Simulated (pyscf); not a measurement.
## Substitution at C: H₃C–CH₂–SiH₃ + H atom (H•) → methane (CH₄) + •H₂C–SiH₃

Gas phase, doublet surface, charge 0. Bonds broken: C1–C2. Bonds formed: C1–H12. Single points on ωB97X-D3(BJ)/def2-SVP structures (PySCF, gas phase).

Transition state (Å):

```xyz
12

C      0.0760    -0.5680    -0.4505
C     -0.3647     0.5524     0.9738
Si    -2.1421     1.1029     0.7962
H     -0.6889    -1.3183    -0.2184
H      1.1010    -0.7143    -0.0926
H     -0.1235     0.1828    -1.2241
H      0.3598     1.3795     0.9244
H     -0.1767    -0.0450     1.8789
H     -2.3179     1.8244    -0.5020
H     -3.0406    -0.0928     0.7874
H     -2.5858     2.0112     1.8980
H      0.4452    -1.4223    -1.5181
```

One imaginary mode, 1588i cm⁻¹; descent along it reached the two sides named.

```
bond    change  reactant side (Å)  saddle  product side
------  ------  -----------------  ------  ------------
C1–C2   breaks              1.534   1.865           3.6
C1–H12   forms                3.8   1.416         1.099
```

Electronic energies relative to the separated reactants (eV):

| level | barrier | reaction energy | reverse barrier |
|---|---|---|---|
| ωB97X-D3(BJ)/def2-TZVP | 1.56 | -0.78 | 2.34 |
| PBE/def2-TZVP | 1.16 | -0.81 | 1.97 |
| r²SCAN/def2-TZVP | 1.13 | -1.01 | 2.14 |
| B3LYP-D3(BJ)/def2-TZVP | 1.25 | -0.98 | 2.23 |
| PBE0-D3(BJ)/def2-TZVP | 1.35 | -0.77 | 2.12 |
| M06-2X/def2-TZVP | 1.47 | -0.80 | 2.27 |
| ωB97M-D3(BJ)/def2-TZVP | 1.49 | -0.83 | 2.32 |
| HF/def2-TZVP | 2.14 | -1.09 | 3.23 |

With ωB97M-D3(BJ)/def2-TZVP energies and thermal terms (ideal gas, 1 atm, RRHO with modes under 100 cm⁻¹ raised to 100, one conformer, R ln 2 for chiral ones without a mode under 150 cm⁻¹), in eV:

| T (K) | ΔH‡ | ΔG‡ | ΔH | ΔG |
|---|---|---|---|---|
| 298 | 1.48 | 1.77 | -0.77 | -0.92 |
| 600 | 1.46 | 2.08 | -0.80 | -1.07 |
| 900 | 1.45 | 2.39 | -0.84 | -1.19 |
| 1200 | 1.44 | 2.71 | -0.89 | -1.30 |

The same reactants have a lower exit, to H₃C–CH₂–SiH₂• + H₂ (barrier +0.20 eV at ωB97M-D3(BJ), against +1.49 eV here). H₃C–CH₂–SiH₃ lies 0.56 eV over its isomer H₃C–SiH₂–CH₃ (electronic energy, ωB97M-D3(BJ)). •H₂C–SiH₃ lies 0.46 eV over its isomer H₃C–SiH₂• (electronic energy, ωB97M-D3(BJ)). One saddle was located; it need not be the lowest between these sides. The angle at the attacked C is 178°.
